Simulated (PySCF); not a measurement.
C₃H₃NO.
Bonds: C1–C2 (double), C2–N3, N3–C4 (double), C4–O5 (double). Hydrogens: H6, H7 on C1; H8 on C2.

Level of theory: PySCF 2.14.0, PBE0-D3(BJ)/def2-SVP geometry optimisation, gas phase.

(1) List the bond lengths, angles and torsions at this level.

Results:

(1) 
```tsv
bond	length (Å)
C1=C2	1.337
C2–N3	1.376
N3=C4	1.199
C4=O5	1.169
C1–H6	1.091
C1–H7	1.093
C2–H8	1.094
```

A selection of angles:
```tsv
angle	degrees
C2–C1–H6	119.7
C2–C1–H7	122.0
H6–C1–H7	118.3
C1–C2–N3	125.6
C1–C2–H8	120.9
N3–C2–H8	113.5
C2–N3–C4	149.9
N3–C4–O5	174.5
```

Torsions: C1–C2–N3–C4 1° (synperiplanar).

The 2 C–N bonds span 1.199 Å (N3=C4, drawn double) to 1.376 Å (C2–N3, drawn single), a spread of 0.177 Å. The 5 heavy atoms lie in one plane (0.002 Å rms).

Point group: Cs (every atom within 0.08 Å of its image). No frequency check. One conformer, not necessarily the lowest.

Hardware: one thread, Arm Neoverse V1 (aarch64), shared host with 64 logical CPUs at a one-minute load of 11. Cost: 18 s of wall time, 0.41 GiB resident at most. This is the geometry optimisation.
